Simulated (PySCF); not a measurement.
**fluorophosphane (PH₂F): geometry, spin-spin couplings**

Wanted: the spin-spin couplings of fluorophosphane (PH₂F) (`FP`), by calculation.

Programs: PySCF 2.14.0, with density-fitted response routines of our own. Each step states its level of theory. These are calculated values for one molecule in the gas phase, unless marked as measured. Atoms count from 0, in the outputs and in this text.

### Step 1. The molecule as given

4 atoms, charge 0, multiplicity 1; geometry from: GFN2-xTB.

Bonds of the start (Å): F0–P1 1.63, P1–H2 1.41, P1–H3 1.41.

### Step 2. Geometry optimisation at PBE0-D3(BJ)/def2-SVP

What the job is given:

```
{"job": {"xc": "PBE0", "basis": "def2-SVP", "d3": "d3bj", "grid": 1, "kind": "geom"}, "charge": 0, "multiplicity": 1}
F      1.350672    -0.160190     0.029223
P     -0.179343    -0.007609     0.575774
H     -0.698721    -0.912844    -0.366031
H     -0.462374     1.085416    -0.261820
```

Started as:

```
$ OMP_NUM_THREADS=1 python probes_run.py task.json out
```

The driver reads the jobs from task.json and runs them one after another.

Log:

```text
step   0  E = -441.97615954  max force = 0.014853
step   1  E = -441.97826011  max force = 0.002872
step   2  E = -441.97834380  max force = 0.001754
step   3  E = -441.97836062  max force = 0.000168
step   4  E = -441.97836135  max force = 0.000077
optimisation converged
```

Run time: 2.4 s. Hardware: 1 thread of Arm Neoverse V1, shared host; peak memory 0.25 GiB.

The steps of the relaxation:

```
step  energy from step 0 (eV)  largest force component (eV/Å)
   0                   0.0000                          0.7638
   1                  -0.0572                          0.1477
   2                  -0.0594                          0.0902
   3                  -0.0599                          0.0086
   4                  -0.0599                          0.0040
```

Close pairs (by a distance rule), those that changed most:

```
 bond  before (Å)  after (Å)  change (Å)
P1–H2       1.406      1.435      +0.030
P1–H3       1.406      1.435      +0.030
F0–P1       1.632      1.626      -0.006
```

The next job starts from the end point, and lists it.

```
                         at the end point                  value
  point group (found at 0.08 Å tolerance)                     Cs
rotational constants (GHz, main isotopes)  129.1, 14.739, 14.598
                        dipole moment (D)                   1.59
```

### Step 3. J couplings: B3LYP/cc-pVTZ

What the job is given:

```
{"job": {"kind": "j", "xc": "B3LYP", "basis": "cc-pVTZ"}, "charge": 0, "multiplicity": 1}
F      1.371032    -0.215188     0.086762
P     -0.185555    -0.011485     0.508428
H     -0.769802    -0.931310    -0.425969
H     -0.483355     1.100419    -0.349086
```

Method: B3LYP/cc-pVTZ indirect spin-spin coupling, non-relativistic, gas phase.

Log:

```text
coarse grid: 3952 points
cycle   1  E = -442.4334515480  dE =  2.414e-02  |g| = 5.258e-01  |ddm| = 3.078e+00
cycle   2  E = -442.3303090263  dE =  1.031e-01  |g| = 9.821e-01  |ddm| = 1.321e+00
cycle   3  E = -442.4755032936  dE = -1.452e-01  |g| = 2.720e-02  |ddm| = 8.518e-01
cycle   4  E = -442.4756236616  dE = -1.204e-04  |g| = 9.248e-03  |ddm| = 3.724e-02
cycle   5  E = -442.4756411904  dE = -1.753e-05  |g| = 1.630e-03  |ddm| = 1.291e-02
cycle   6  E = -442.4756419986  dE = -8.081e-07  |g| = 4.217e-04  |ddm| = 4.050e-03
final grid: 34280 points
cycle   7  E = -442.4773767124  dE = -5.985e-06  |g| = 2.970e-03  |ddm| = 1.831e-02
cycle   8  E = -442.4773747958  dE =  1.917e-06  |g| = 4.699e-03  |ddm| = 6.979e-03
cycle   9  E = -442.4773778688  dE = -3.073e-06  |g| = 2.955e-04  |ddm| = 4.364e-03
cycle  10  E = -442.4773778859  dE = -1.709e-08  |g| = 4.307e-05  |ddm| = 4.533e-04
cycle  11  E = -442.4773778864  dE = -4.959e-10  |g| = 1.109e-05  |ddm| = 1.023e-04
converged SCF energy = -442.4773778864

Indirect spin-spin couplings (Hz)
  i      j    bonds     total        FC       PSO       DSO        SD
  0 F    1 P    1   -767.393  -900.643    27.617     0.236   105.398
  0 F    2 H    2     32.672    25.609     9.638    -1.243    -1.332
  0 F    3 H    2     32.638    25.574     9.642    -1.244    -1.333
  1 P    2 H    1    104.463   106.285    -0.628     0.373    -1.567
  1 P    3 H    1    104.439   106.262    -0.630     0.373    -1.566
  2 H    3 H    2     -8.772    -8.737     0.586    -0.810     0.188
```

It took 2.5 s on 1 thread of Arm Neoverse V1, shared host; peak memory 0.35 GiB.

This basis has no tight s functions, so the Fermi-contact terms are rough.

A choice of the couplings up to four bonds, sorted by the number of bonds, with means over like pairs; isotopes 19F, 1H, 31P:

```
 pair  bonds  J (Hz)  Fermi contact (Hz)
F0–P1      1  -767.4              -900.6
P1–H2      1   104.5               106.3
F0–H2      2    32.7                25.6
H2–H3      2    -8.8                -8.7
```

### Step 4. J couplings: B3LYP/6-31G*

What the job is given:

```
{"job": {"kind": "j", "xc": "B3LYP", "basis": "6-31G*"}, "charge": 0, "multiplicity": 1}
F      1.371032    -0.215188     0.086762
P     -0.185555    -0.011485     0.508428
H     -0.769802    -0.931310    -0.425969
H     -0.483355     1.100419    -0.349086
```

Level: B3LYP/6-31G* indirect spin-spin coupling, non-relativistic, gas phase.

Log:

```text
coarse grid: 3952 points
cycle   1  E = -442.3512621893  dE =  4.213e-02  |g| = 5.419e-01  |ddm| = 1.796e+00
cycle   2  E = -442.2429000285  dE =  1.084e-01  |g| = 9.733e-01  |ddm| = 1.182e+00
cycle   3  E = -442.4010721688  dE = -1.582e-01  |g| = 1.989e-02  |ddm| = 7.879e-01
cycle   4  E = -442.4011687941  dE = -9.663e-05  |g| = 6.516e-03  |ddm| = 3.107e-02
cycle   5  E = -442.4011808315  dE = -1.204e-05  |g| = 5.252e-04  |ddm| = 7.946e-03
cycle   6  E = -442.4011809116  dE = -8.002e-08  |g| = 1.326e-04  |ddm| = 9.093e-04
final grid: 34280 points
cycle   7  E = -442.3846199921  dE = -8.344e-07  |g| = 2.668e-03  |ddm| = 4.461e-03
cycle   8  E = -442.3846182490  dE =  1.743e-06  |g| = 4.234e-03  |ddm| = 4.525e-03
cycle   9  E = -442.3846211220  dE = -2.873e-06  |g| = 6.942e-05  |ddm| = 2.881e-03
cycle  10  E = -442.3846211236  dE = -1.600e-09  |g| = 1.255e-05  |ddm| = 1.206e-04
cycle  11  E = -442.3846211237  dE = -4.536e-11  |g| = 3.347e-06  |ddm| = 2.197e-05
converged SCF energy = -442.3846211237

Indirect spin-spin couplings (Hz)
  i      j    bonds     total        FC       PSO       DSO        SD
  0 F    1 P    1   -602.851  -716.810    23.648     0.329    89.982
  0 F    2 H    2     48.829    42.198     8.630    -1.135    -0.865
  0 F    3 H    2     48.769    42.135     8.634    -1.135    -0.864
  1 P    2 H    1    168.229   171.662    -3.547     0.452    -0.338
  1 P    3 H    1    168.224   171.658    -3.548     0.452    -0.337
  2 H    3 H    2    -12.137   -11.487    -0.122    -0.687     0.159
```

Run time: 1 s. Hardware: 1 thread of Arm Neoverse V1, shared host; peak memory 0.35 GiB.

The basis is not made for couplings: without tight functions at the nuclei these values are rough.

Key values: J(F0,P1) -602.9 Hz, J(P1,H2) 168.2 Hz, J(F0,H2) 48.8 Hz (means over like pairs).

### Step 5. Run by run: spin-spin couplings

Couplings (Hz), each a mean over the pairs like the one named, with basis size and wall time:

```
          run   F0–P1  P1–H2  F0–H2  H2–H3  functions   time
B3LYP/cc-pVTZ  -767.4  104.5   32.7   -8.8         92  2.5 s
 B3LYP/6-31G*  -602.9  168.2   48.8  -12.1         36    1 s
```

### Step 6. Results

```
                                     quantity                     value
                                  point group                        Cs
         rotational constants (main isotopes)  129.06, 14.74, 14.60 GHz
largest coupling of the table (B3LYP/cc-pVTZ)  ¹J(F,P) F0–P1, -767.4 Hz
      range of J(F0,P1), mean over like pairs       -767.4 to -602.9 Hz
```

What this shows: The optimisation took 4 steps and gained 0.060 eV; among the close pairs (by a distance rule), P1–H2 changed most, from 1.406 to 1.435 Å. No frequency check was run at this level, so the end point may be a saddle. In the run at B3LYP/cc-pVTZ, the largest coupling of the table is F0–P1, -767.4 Hz, of which the Fermi-contact term gives -900.6 Hz. The coupling F0–P1, as a mean over pairs of its kind, runs from -767.4 Hz (B3LYP/cc-pVTZ) to -602.9 Hz (B3LYP/6-31G*). Couplings from bases without tight functions are rough.
